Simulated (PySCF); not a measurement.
diphosphorus (P2), SMILES P#P. Atoms are numbered in the order given.

```xyz
2

P      0.0000     0.0000    -0.9442
P      0.0000     0.0000     0.9442
```
Charge 0, spin multiplicity 1.

Geometry optimised at B3LYP-D3(BJ)/def2-TZVPD.

The numbers are results of TDA-PBE/def2-TZVPD run with PySCF, not measurements.

Vertical excitations; the highest root listed may be one member of a degenerate set. Isolated molecule, no solvent. State labels are in the subgroup D2h.

```
state  symmetry  energy (eV)  λ (nm)      f                                              main pairs
-----  --------  -----------  ------  -----  ------------------------------------------------------
S1           Au         3.73     332  0.000                      HOMO−1→LUMO 50 %, HOMO→LUMO+1 50 %
S2           Au         4.05     306  0.000               HOMO→LUMO+1, HOMO−1→LUMO (degenerate set)
S3          B1u         4.05     306  0.000               HOMO→LUMO, HOMO−1→LUMO+1 (degenerate set)
S4          B3g         4.35     285  0.000                          HOMO−2→LUMO+1 (degenerate set)
S5          B2g         4.35     285  0.000                            HOMO−2→LUMO (degenerate set)
S6          B1u         6.80     182  0.075  HOMO−2→LUMO+2 42 %, HOMO−1→LUMO+1 24 %, HOMO→LUMO 24 %
S7          B3g         7.52     165  0.000                          HOMO−1→LUMO+2 (degenerate set)
S8          B2g         7.52     165  0.000                            HOMO→LUMO+2 (degenerate set)
S9          B2u         7.57     164  0.166                          HOMO−1→LUMO+3 (degenerate set)
S10         B3u         7.57     164  0.166                            HOMO→LUMO+3 (degenerate set)
T1          B1u         2.74     453      0                      HOMO→LUMO 50 %, HOMO−1→LUMO+1 50 %
T2          B1u         3.09     402      0               HOMO−1→LUMO+1, HOMO→LUMO (degenerate set)
T3           Au         3.09     402      0               HOMO−1→LUMO, HOMO→LUMO+1 (degenerate set)
T4          B2g         3.29     376      0                                       HOMO−2→LUMO 100 %
```
Triplets are in the Tamm–Dancoff approximation.
